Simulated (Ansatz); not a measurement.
**Molecular dynamics of CN**

The input (input.yaml):

```yaml
crystal:
  periodic: [false, false, false]
  atoms:
    - { symbol: C, position_ang: [0.49646, -0.160674, 0.255695] }
    - { symbol: "N", position_ang: [-0.49646, 0.160674, -0.255695] }
magnetization:
  spin_polarized: true
  initial_magnetization: 1
basis:
  gaussian: { orbitals: def2-TZVP }
hamiltonian:
  xc: b3lyp
md:
  timestep: 1.0
  n_steps: 300
  ensemble: nvt_nose_hoover
  temperature: 500.0
  initial_velocities: maxwell_boltzmann
  seed: 667435
  nose_hoover: { tau: 100.0, chain_length: 5 }
```

Run as:

```bash
$ ansatz run input.yaml --threads 1 --pin off --max-ram 2048MiB --backend cpu --events-out ev --progress --plain --runs-dir out
```

It starts from a relaxed structure.

Output, in part (step lines, the closing report, with atoms numbered from 0):

```
md step     0: t =     0.00 fs  T =   500.0 K  F+E_penalty+E_count = -2523.82890777 eV  E_kin = 0.021543 eV  conserved = -2523.80736443 eV  (44 SCF iters)
md step     1: t =     1.00 fs  T =   423.8 K  F+E_penalty+E_count = -2523.82545612 eV  E_kin = 0.018260 eV  conserved = -2523.80719600 eV  (38 SCF iters)
md step     2: t =     2.00 fs  T =   242.9 K  F+E_penalty+E_count = -2523.81733540 eV  E_kin = 0.010467 eV  conserved = -2523.80686931 eV  (39 SCF iters)
md step     3: t =     3.00 fs  T =    68.0 K  F+E_penalty+E_count = -2523.80950528 eV  E_kin = 0.002929 eV  conserved = -2523.80657739 eV  (40 SCF iters)
md step     4: t =     4.00 fs  T =     0.1 K  F+E_penalty+E_count = -2523.80647024 eV  E_kin = 0.000004 eV  conserved = -2523.80646817 eV  (41 SCF iters)
md step     5: t =     5.00 fs  T =    77.5 K  F+E_penalty+E_count = -2523.80992802 eV  E_kin = 0.003338 eV  conserved = -2523.80659276 eV  (33 SCF iters)
md step     6: t =     6.00 fs  T =   256.7 K  F+E_penalty+E_count = -2523.81794445 eV  E_kin = 0.011059 eV  conserved = -2523.80689276 eV  (40 SCF iters)
md step     7: t =     7.00 fs  T =   433.9 K  F+E_penalty+E_count = -2523.82589299 eV  E_kin = 0.018697 eV  conserved = -2523.80721493 eV  (40 SCF iters)
[... lines left out ...]
md step   297: t =   297.00 fs  T =   118.1 K  F+E_penalty+E_count = -2523.65435145 eV  E_kin = 0.005087 eV  conserved = -2523.80071428 eV  (59 SCF iters)
md step   298: t =   298.00 fs  T =   136.3 K  F+E_penalty+E_count = -2523.65532494 eV  E_kin = 0.005873 eV  conserved = -2523.80074052 eV  (28 SCF iters)
md step   299: t =   299.00 fs  T =  1063.2 K  F+E_penalty+E_count = -2523.69719367 eV  E_kin = 0.045811 eV  conserved = -2523.80192880 eV  (41 SCF iters)
md step   300: t =   300.00 fs  T =  2444.1 K  F+E_penalty+E_count = -2523.76093817 eV  E_kin = 0.105310 eV  conserved = -2523.80402473 eV  (48 SCF iters)
Total energy: -2523.76109561 eV, -92.7465095970 hartree
Atom 0 at     0.513293    -0.166122     0.264365 Å, force    -3.048528     0.986624    -1.570103 eV/Å
Atom 1 at    -0.510895     0.165346    -0.263129 Å, force     3.048528    -0.986624     1.570103 eV/Å
Dipole moment:     0.232471    -0.075237     0.119731 e Å
```

The steps, from the saved trajectory:

| time (fs) | T (K) | potential energy less start (eV) | conserved less start (meV/atom) |
| --- | --- | --- | --- |
| 0 | 500 | 0.000 | 0.00 |
| 10 | 211 | 0.013 | 0.26 |
| 20 | 31 | 0.021 | 0.43 |
| 30 | 459 | 0.002 | 0.03 |
| 40 | 386 | 0.006 | 0.11 |
| 50 | 2 | 0.024 | 0.48 |
| 60 | 347 | 0.009 | 0.17 |
| 70 | 546 | 0.001 | 0.01 |
| 80 | 75 | 0.023 | 0.47 |
| 90 | 193 | 0.019 | 0.39 |
| 100 | 658 | 0.000 | 0.01 |
| 110 | 279 | 0.020 | 0.42 |
| 120 | 47 | 0.033 | 0.70 |
| 130 | 705 | 0.007 | 0.18 |
| 140 | 690 | 0.014 | 0.33 |
| 150 | 13 | 0.051 | 1.11 |
| 160 | 673 | 0.030 | 0.66 |
| 170 | 1572 | 0.006 | 0.21 |
| 180 | 464 | 0.076 | 1.57 |
| 190 | 442 | 0.097 | 1.95 |
| 200 | 3377 | 0.000 | 0.00 |
| 210 | 2682 | 0.071 | 1.08 |
| 220 | 16 | 0.223 | 4.17 |
| 230 | 4594 | 0.047 | 0.42 |
| 240 | 6026 | 0.007 | -0.17 |
| 250 | 593 | 0.257 | 4.93 |
| 260 | 2056 | 0.185 | 3.60 |
| 270 | 5285 | 0.022 | 0.89 |
| 280 | 2135 | 0.131 | 2.89 |
| 290 | 55 | 0.200 | 4.50 |
| 300 | 2444 | 0.068 | 1.67 |

The run went to its last step. The conserved energy wandered by up to 6.5 meV per atom (net 1.7 meV per atom), which is poor conservation. The mean temperature of the second half is 311 % above the set value. A run of 0.3 ps of so small a system gives no equilibrium averages.

The same pairs are bonded in the first frame and the last. Pairs count as bonded within 1.25 times the sum of covalent radii (0.12 Å more for H–H).

Last frame:

```xyz
2
Properties=species:S:1:pos:R:3
C 0.513 -0.166 0.264
N -0.511 0.165 -0.263
```

Run time: 3.6 min on 1 thread of Intel(R) Xeon(R) Platinum 8488C (Sapphire Rapids), on a shared host, peak memory 0.1 GiB.
